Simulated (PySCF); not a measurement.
Species: C5H4O.
Geometry (PBE0-D3(BJ)/def2-SVP, Å), atoms numbered from 1 in this order:
```xyz
10
C5H4O angstrom
C      2.607    0.075   -0.020
C      1.512   -0.165   -0.476
C      0.185   -0.462   -1.011
C     -0.912   -0.352    0.023
C     -1.835    0.586   -0.002
O     -2.659    1.405   -0.035
H      3.579    0.290    0.382
H      0.189   -1.480   -1.436
H     -0.023    0.212   -1.858
H     -0.933   -1.034    0.877
```

The calculation used TDDFT CAM-B3LYP/def2-SVPD, vertical, gas phase, core orbitals frozen in the response (PySCF 2.14.0, density-fitted response routines).

Frontier orbitals with the atoms that hold most of them (Löwdin shares over 4%, at most four atoms; ? is withheld):

```
orbital  ε (eV)                            atoms
 HOMO-3  -12.90  C4 24%, O6 21%, C3 18%, H10 14%
 HOMO-2   -9.50     C1 40%, C2 39%, C3 8%, C4 4%
 HOMO-1   -9.35                                ?
   HOMO       ?    C4 39%, O6 22%, C5 21%, C3 6%
   LUMO   -0.05                                ?
 LUMO+1    1.16   C5 31%, C3 12%, C1 11%, O6 11%
 LUMO+2    1.84   C1 28%, C5 15%, O6 11%, C2 11%
```

Question: Give the leading atoms of the LUMO.

Answer: C5 (bonded to C and O) 36%; O6 (bonded to C) 30%; C4 (bonded to 2 C and H) 14%; H10 (bonded to C) 7%. By element: carbon 50% or more, oxygen 30%, hydrogen 7% or more.

Question: Which atoms hold the HOMO-1, and with what shares?

Answer: C1 (bonded to C and H) 42%; C2 (bonded to 2 C) 40%; C3 (bonded to 2 C and 2 H) 8%; H7 (bonded to C) 4%. By element: carbon 90% or more, hydrogen 4% or more.

Question: What is the HOMO energy, and the HOMO–LUMO gap?

Answer: ε(HOMO) = -8.31 eV; the gap is 8.26 eV (0.3037 hartree).

Question: The HOMO–LUMO gap is 8.26 eV. Where does the response calculation put the lowest singlet, and from which orbitals?

Answer: S1 is at 3.59 eV (f = 0.0000), 4.68 eV below the gap, made of HOMO→LUMO (95%). 

Question: One configuration dominates each of S1 and S2. Which, and how do the shares of the two leading atoms of either orbital change from the occupied to the empty one?

Answer: 
- S1 (3.59 eV, f 0.0000), HOMO→LUMO (95%): C4 39% → 14%, O6 22% → 30%, C5 21% → 36%
- S2 (6.18 eV, f 0.017), HOMO→LUMO+1 (87%): C4 39% → at most 11%, O6 22% → 11%, C5 21% → 31%, C3 6% → 12%

Löwdin shares depend on the basis, the more so with diffuse functions.

One conformer stands for the species.
